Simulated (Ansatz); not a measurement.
Basis-set extrapolation for `OC(S)S` (PBE0-D4/def2-TZVP geometry, frozen core, Ansatz). Multiplicity 1, RHF reference.

```tsv
	def2-TZVPP	def2-QZVPP
HF	-910.175231	-910.203390
MP2 correlation	-0.769680	-0.832671
CCSD(T) correlation	-0.847293	not run
```

Energies in hartree. Use E(X) = E(∞) + A·exp(−7.88·√X) for Hartree–Fock and E(X) = E(∞) + B·X^(−2.97) for correlation, with X = 3 and 4, and add CCSD(T) minus MP2 of the smaller set to the MP2 limit.

Question: What is the CCSD(T) energy at the basis-set limit?

Answer: HF limit: -910.203390 + (-0.028159) × 0.13774 = -910.20727. MP2 limit: -0.832671 + (-0.062991) × 0.74074 = -0.87933. Higher-order term: -0.847293 − (-0.769680) = -0.07761. Total: -911.16421 hartree, 372.0 kJ/mol below CCSD(T)/def2-TZVPP.
